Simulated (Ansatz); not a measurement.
A made-up structure of MgSiNH4 (charge -1), singlet:

```xyz
7
angstrom
Mg -2.0655 -0.8174 -0.5475
N -0.4225 -0.1692 -0.1125
Si 1.0585 0.4185 0.2804
H -3.6407 -1.4392 -0.9643
H 1.8009 1.2182 -0.7908
H -2.6901 -0.9845 1.0464
H 2.1326 -0.5967 0.6725
```

It is relaxed with PBE-D4/def2-SVPD and then PBE0-D4/def2-TZVPD (Ansatz 0.2.0). Atoms count as bonded within 1.22 times the sum of their covalent radii (H–H: 0.88 Å). The end point is not checked to be a true minimum.

Q: Does its bonding change? (Judge from chemistry; the calculation decides.)

A: Computed: No: no bond forms or breaks.

Where it ends: The first stage lowers the energy by 1.79 eV in 7 steps. It ends as MgSiNH₄ ([MgH2][N][SiH2]), total charge -1:
```csv
atom,x (Å),y (Å),z (Å)
Mg1,-2.2978,-0.8446,-0.0153
N2,-0.3960,-0.2920,-0.0621
Si3,1.1149,0.1422,-0.1008
H4,-3.0094,-1.5520,-1.5054
H5,1.6605,1.4911,-0.4864
H6,-3.2099,-0.6089,1.5142
H7,2.3109,-0.7060,0.2400
```

Labels in which every atom is bracketed show which atoms are joined, not bond orders.

For scale, one of the runs: PBE0-D4/def2-TZVPD relaxation, 151 basis functions, launched by `ansatz run in.yaml --threads 2 --pin off --events-out ev --progress --plain --max-ram 4352MiB`. Hardware: 2 CPU threads of an AMD EPYC 9R45, shared host. Wall time about 11 s.
